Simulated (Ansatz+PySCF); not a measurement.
Values are calculated unless marked as measured or tabulated.
Several solutions for singlet F2

```xyz
2

F     0.0000    0.0000   -1.3764
F     0.0000    0.0000    1.3764
```

Basis set: STO-3G (spherical functions). Charge 0, multiplicity 1.

UHF was run from several starts with Ansatz (development build ahead of 0.2.0) and PySCF 2.14.0.

```csv
run,program,start,converged,energy (hartree),<S²>
A,PySCF,"guess atom, instabilities followed",yes,-195.97317,1.00
B,Ansatz,"atomic start, no search",yes,-195.58606,0.00
C,PySCF,program defaults,yes,-195.58606,0.00
D,Ansatz,stability test followed,yes,-195.97317,1.00
E,Ansatz,search for the lowest state,yes,-195.97317,1.00
F,PySCF,"guess huckel, instabilities followed",yes,-195.97317,1.00
G,PySCF,"guess 1e, instabilities followed",yes,-195.97317,1.00
H,PySCF,"guess minao, instabilities followed",yes,-195.97317,1.00
```

Problem. Which runs reached the lowest solution of this kind, and what is wrong with the others?

Solution. A, D, E, F, G, H reached the lowest solution found. Converged but too high: B by 10.53 eV, C by 10.53 eV. Convergence only shows a stationary point, and even a stable one can lie too high; stability tests and further starts are what find lower ones. Caution: the unrestricted determinant is a mixture of spin states. Caution: the determinant breaks the point group.
